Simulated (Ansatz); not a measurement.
# BiSn2: the cost of one run

Computed with Ansatz 0.2.0, Gaussian basis. Level: the settings change from run to run.

1 further run of the same task is left out (set aside as unsound or not needed).

## 1. The relaxed structure

The geometry comes from an earlier relaxation with r2SCAN-D4/def2-SVP; it is a stationary point. Bi, Sn take a core potential in def2 sets; no spin-orbit term is included.

3 atoms, charge 0, spin multiplicity 2.

Atoms are counted from 1 here; the program's logs count them from 0.

Bond lengths: Bi1–Sn2 2.827 Å, Bi1–Sn3 2.827 Å, Sn2–Sn3 3.000 Å. Angles: Sn2–Bi1–Sn3 64.1°, Bi1–Sn2–Sn3 58.0°, Bi1–Sn3–Sn2 57.9°.

## 2. wB97/def2-TZVP

File in.yaml:

```yaml
crystal:
  periodic: [false, false, false]
  atoms:
    - {symbol: Bi, position_ang: [-0.551655, -1.448539, -0.385703]}
    - {symbol: Sn, position_ang: [0.056680, 0.420680, 1.645454]}
    - {symbol: Sn, position_ang: [0.494975, 1.027869, -1.259751]}
basis:
  gaussian: {orbitals: def2-TZVP}
magnetization: {spin_polarized: true, initial_magnetization: 1}
hamiltonian: {xc: {name: wB97}}
```

Launch:

```console
> ansatz run in.yaml --threads 2 --pin off --events-out ev --progress --plain --max-ram 4352MiB
```

What time and memory should one allow on 2 threads of Arm Neoverse V2, shared host?

About 27 s, with a peak of 0.58 GiB.
